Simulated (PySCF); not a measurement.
# Orbital energies, ionisation energy and electron affinity

Acetyl chloride, C2H3ClO.
Atom-mapped SMILES: `[CH3:1][C:2](=[O:3])[Cl:4]` (hydrogens: H5, H6, H7 on C1)

Cartesian coordinates in Å at the PBE0-D3(BJ)/def2-SVP level; atoms count from 1:
```
atom  x, y, z in Å
C1    -0.5855   -0.0742   -0.0357
C2     0.8549    0.2830   -0.2127
O3     1.3142    1.3510   -0.4247
Cl4    1.9163   -1.1583   -0.0649
H5    -1.2002    0.8293   -0.1296
H6    -0.7297   -0.5385    0.9506
H7    -0.8746   -0.8183   -0.7919
```

Level: CAM-B3LYP/def2-SVPD (PySCF). Frontier orbitals with their largest atomic shares (Löwdin; up to four atoms above 4 %):

```
orbital  ε (eV)                           main atoms
 HOMO−3  -12.96   O3 30 %, C1 28 %, C2 15 %, H7 11 %
 HOMO−2  -10.86           Cl4 78 %, O3 11 %, C2 10 %
 HOMO−1  -10.77             Cl4 78 %, C2 8 %, C1 8 %
   HOMO  -10.14                                    ?
   LUMO   -0.02   C2 40 %, O3 33 %, Cl4 11 %, C1 8 %
 LUMO+1    1.07  Cl4 26 %, C1 26 %, C2 15 %, H5 10 %
 LUMO+2    1.52   Cl4 56 %, C2 16 %, C1 12 %, H6 5 %
```

Q: What vertical ionisation energy does ΔSCF give, and how far is −ε(HOMO) from it?

A: ΔSCF: 11.19 eV (1080 kJ/mol; threshold wavelength 111 nm); ⟨S²⟩ of the doublet left behind is 0.763, against 0.75 for a pure doublet. −ε(HOMO) is 10.14 eV, 1.05 eV below it. In exact Kohn–Sham theory the two would be equal; CAM-B3LYP (range-separated hybrid) falls short of its own ΔSCF value by 9 %.

Q: On which atoms does the HOMO lie?

A: O3 (carbonyl oxygen) 55 %, Cl4 (chlorine bonded to C) 29 %, C2 (acyl halide carbon) 7 %, C1 (methyl carbon next to a carbonyl) 7 %. The HOMO−1 lies 0.63 eV lower.

Q: And the vertical electron affinity, the fundamental gap, Mulliken's electronegativity and the hardness (with the factor ½)?

A: EA = -0.86 eV by ΔSCF (−ε(LUMO) = 0.02 eV); a negative value means that the added electron isn't bound at this geometry and level, and the number then depends on the basis. IE − EA = 12.05 eV against an orbital gap of 10.12 eV; (IE + EA)/2 = 5.17 eV; (IE − EA)/2 = 6.02 eV.

Q: With α = 43.3 au, estimate the like-pair dispersion coefficient by London's formula C6 = (3/4)α²I.

A: I = 0.4113 Eh, so C6 ≈ 578 au; the Casimir–Polder integral at the same level gives 804 au, 1.39 times as much.

Q: The lowest singlet excitation (vertical TDDFT, same level) lies at 5.21 eV. How far is it below IE − EA?

A: IE − EA = 12.05 eV, so by 6.84 eV.

Q: What kinetic energy would electrons from this vertical process carry with He II light (40.814 eV)?

A: 40.81 − 11.19 = 29.62 eV.

Q: What total energies stand behind the ΔSCF value?

A: E(N) = -613.15060 Eh and E(N − 1) = -612.73928 Eh at the same geometry, 0.41132 Eh apart. With one more electron, E(N + 1) = -613.11889 Eh.

Isolated species at its PBE0-D3(BJ)/def2-SVP geometry, gas phase.

These values come from a run that also computed excited states and ΔSCF ions. Time: 34 s of wall time; peak memory 0.52 GiB. Hardware: one thread of an AMD EPYC 7R43, no GPU, shared host with 256 logical CPUs at a one-minute load of 77.
